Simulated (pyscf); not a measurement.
`[OH][Y]([OH])[OH]` + `[SH2]` → `[OH][Y]([OH])[SH]` + `[OH2]`, a four-centre exchange (singlet surface; O–Y, H–S broken, S–Y, H–O formed). Structures and frequencies: ωB97X-D3(BJ)/def2-SVP in PySCF. Energies in kcal/mol from the separated reactants.

Small-basis levels: PySCF, no dispersion term, spherical d functions. 

Q: Quick HF/6-31G*+LANL2DZ single points give ΔE‡ = 1.0 kcal/mol and ΔE = +5.2 kcal/mol. What does ωB97M-D3(BJ)/def2-TZVP give, and how far is the quick result from it?

A: ωB97M-D3(BJ)/def2-TZVP gives ΔE‡ = -10.3 kcal/mol and ΔE = +3.4 kcal/mol. HF/6-31G*+LANL2DZ lies 11.4 kcal/mol over it in the barrier and 1.7 kcal/mol over it in the reaction energy, so on this step it does not hold to within 3.0 kcal/mol. ωB97M-D3(BJ)/def2-TZVP has limits of its own. On the reactant side the descent ends in an adduct with a S–Y contact, 18.1 kcal/mol under the separated species and 2.1 kcal/mol under the saddle at ωB97X-D3(BJ)/def2-TZVP. On the product side the descent ends in an adduct with a O–Y contact, 27.1 kcal/mol under the separated species and 11.8 kcal/mol under the saddle at ωB97X-D3(BJ)/def2-TZVP. At ωB97M-D3(BJ) the saddle lies under the separated reactants, which points to a path from their complex (located at ωB97X-D3(BJ) alone). At ωB97M-D3(BJ) the saddle lies under the separated products, which points to a path from their complex (located at ωB97X-D3(BJ) alone), and parting the products costs more than the saddle. What is counted as formed (S–Y) is already present as a longer contact in the reactant adduct; forming that adduct is a step of its own. What is counted as broken (O–Y) persists as a longer contact in the product adduct; parting that adduct is a step of its own. At ωB97X-D3(BJ)/def2-TZVP the barrier from the zero used here is -16.1 kcal/mol. One saddle was located; it need not be the lowest between these sides. In the def2 sets elements past Kr carry core potentials, without spin-orbit coupling.
